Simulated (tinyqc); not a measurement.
RKS/exchange-only LDA in the sto-3g basis, for H2O, spin multiplicity 1, step by step (part 2 of 2). Computed by tinyqc, a small Python program that keeps every step (integrals from PySCF). Command: `OMP_NUM_THREADS=1 python tinyqc.py 23907 23908 out.jsonl` (the two numbers bound the seeds that draw the settings). One thread of a shared host (Intel(R) Xeon(R) Processor @ 2.60GHz), about 0.5 s of CPU time with the checks.

Geometry (angstrom):
```
atom        x         y        z
O     0.00000   0.00000  0.00000
H     0.00000   0.97700  0.82700
H     0.00000  -0.97700  0.82700
```

## Iteration 9 (converged): orbitals

converged F (hartree), order 1O 1s, 1O 2s, 1O 2px, 1O 2py, 1O 2pz, 2H 1s, 3H 1s:
```
[[-18.11090, -4.73450, 0.00000, 0.00000, -0.01426, -0.51020, -0.51020],
 [-4.73450, -1.83523, 0.00000, 0.00000, -0.08845, -0.40487, -0.40487],
 [0.00000, 0.00000, -0.00342, 0.00000, 0.00000, 0.00000, 0.00000],
 [0.00000, 0.00000, 0.00000, -0.07945, 0.00000, -0.14958, 0.14958],
 [-0.01426, -0.08845, 0.00000, 0.00000, -0.06646, -0.14298, -0.14298],
 [-0.51020, -0.40487, 0.00000, -0.14958, -0.14298, -0.16507, -0.11075],
 [-0.51020, -0.40487, 0.00000, 0.14958, -0.14298, -0.11075, -0.16507]]
```

X, order 1O 1s, 1O 2s, 1O 2px, 1O 2py, 1O 2pz, 2H 1s, 3H 1s:
```
[[1.02299, -0.13090, 0.00000, 0.00000, -0.00483, 0.01500, 0.01500],
 [-0.13090, 1.09306, 0.00000, 0.00000, 0.04202, -0.15636, -0.15636],
 [0.00000, 0.00000, 1.00000, 0.00000, 0.00000, 0.00000, 0.00000],
 [0.00000, 0.00000, 0.00000, 1.03914, 0.00000, -0.12287, 0.12287],
 [-0.00483, 0.04202, 0.00000, 0.00000, 1.02482, -0.09273, -0.09273],
 [0.01500, -0.15636, 0.00000, -0.12287, -0.09273, 1.07044, -0.04468],
 [0.01500, -0.15636, 0.00000, 0.12287, -0.09273, -0.04468, 1.07044]]
```

Diagonalise F' = X^T F X, C = X C', fill 5 alpha and 5 beta electrons from the bottom; D = 2 C_occ C_occ^T. Each column has its largest component positive (the first on a tie).

F' = X^T F X (hartree):
```
[[-17.74497, -2.55083, 0.00000, 0.00000, -0.02692, -0.03108, -0.03108],
 [-2.55083, -0.93099, 0.00000, 0.00000, -0.03172, -0.18459, -0.18459],
 [0.00000, 0.00000, -0.00342, 0.00000, 0.00000, 0.00000, 0.00000],
 [0.00000, 0.00000, 0.00000, -0.01104, 0.00000, -0.16026, 0.16026],
 [-0.02692, -0.03172, 0.00000, 0.00000, -0.02401, -0.12435, -0.12435],
 [-0.03108, -0.18459, 0.00000, -0.16026, -0.12435, -0.02755, -0.03958],
 [-0.03108, -0.18459, 0.00000, 0.16026, -0.12435, -0.03958, -0.02755]]
```

orbital energies (hartree): [-18.12386, -0.67375, -0.22644, -0.13630, -0.00342, 0.16681, 0.22743]

coefficients C, order 1O 1s, 1O 2s, 1O 2px, 1O 2py, 1O 2pz, 2H 1s, 3H 1s:
```
[[0.99276, -0.24495, 0.00000, 0.10929, 0.00000, -0.08125, 0.00000],
 [0.03008, 0.90152, 0.00000, -0.50195, 0.00000, 0.44384, 0.00000],
 [0.00000, 0.00000, 0.00000, 0.00000, 1.00000, 0.00000, 0.00000],
 [0.00000, 0.00000, 0.63353, 0.00000, 0.00000, 0.00000, 0.84181],
 [0.00261, 0.13737, 0.00000, 0.68480, 0.00000, 0.76250, 0.00000],
 [-0.00499, 0.14678, 0.45414, 0.38094, 0.00000, -0.62664, -0.65620],
 [-0.00499, 0.14678, -0.45414, 0.38094, 0.00000, -0.62664, 0.65620]]
```

D after iteration 9, order 1O 1s, 1O 2s, 1O 2px, 1O 2py, 1O 2pz, 2H 1s, 3H 1s:
```
[[2.11504, -0.49163, 0.00000, 0.00000, 0.08757, 0.00145, 0.00145],
 [-0.49163, 2.13118, 0.00000, 0.00000, -0.43962, -0.11807, -0.11807],
 [0.00000, 0.00000, 2.00000, 0.00000, 0.00000, 0.00000, 0.00000],
 [0.00000, 0.00000, 0.00000, 0.80272, 0.00000, 0.57542, -0.57542],
 [0.08757, -0.43962, 0.00000, 0.00000, 0.97566, 0.56204, 0.56204],
 [0.00145, -0.11807, 0.00000, 0.57542, 0.56204, 0.74587, -0.07911],
 [0.00145, -0.11807, 0.00000, -0.57542, 0.56204, -0.07911, 0.74587]]
```

## Convergence

Stop when the energy changes by less than 1e-08 hartree and every element of the error matrix X^T (F D S - S D F) X is below 3e-05.

Course of the cycle:
```
iteration  E (hartree)     change  largest element of the error matrix
1          -72.2315180          -                             4.05e-01
2          -72.4835317  -2.52e-01                             6.26e-01
3          -73.8763835  -1.39e+00                             1.51e-01
4          -73.7934308   8.30e-02                             2.84e-01
5          -73.8961280  -1.03e-01                             1.08e-01
6          -73.9118682  -1.57e-02                             2.21e-02
7          -73.9125310  -6.63e-04                             7.26e-04
8          -73.9125316  -6.19e-07                             6.86e-05
9          -73.9125316  -6.58e-09                             1.43e-07
```

PySCF RKS in the same basis, fine grid = -74.0155894 hartree

Converged in 9 iterations. The coarse grid moves the energy by +1.03e-01 hartree.

## Populations, bond orders and dipole

overlap S, order 1O 1s, 1O 2s, 1O 2px, 1O 2py, 1O 2pz, 2H 1s, 3H 1s:
```
[[1.00000, 0.23670, 0.00000, 0.00000, 0.00000, 0.02518, 0.02518],
 [0.23670, 1.00000, 0.00000, 0.00000, 0.00000, 0.29046, 0.29046],
 [0.00000, 0.00000, 1.00000, 0.00000, 0.00000, 0.00000, 0.00000],
 [0.00000, 0.00000, 0.00000, 1.00000, 0.00000, 0.20781, -0.20781],
 [0.00000, 0.00000, 0.00000, 0.00000, 1.00000, 0.17591, 0.17591],
 [0.02518, 0.29046, 0.00000, 0.20781, 0.17591, 1.00000, 0.12850],
 [0.02518, 0.29046, 0.00000, -0.20781, 0.17591, 0.12850, 1.00000]]
```

Mulliken: Z minus the diagonal of D S on the atom; Loewdin: the same with S^(1/2) D S^(1/2); Mayer order: 2 sum_s sum (D(s) S)_ij (D(s) S)_ji over the two atoms.

Charges (e):
```
atom  Mulliken   Loewdin
1O    -0.16023  -0.12213
2H     0.08011   0.06106
3H     0.08011   0.06106
```

Mayer bond orders:
```
pair    order
2-1   0.99212
3-1   0.99212
3-2   0.00146
```

dipole moment about the origin, x y z (debye): [0.00000, 0.00000, 1.20108]
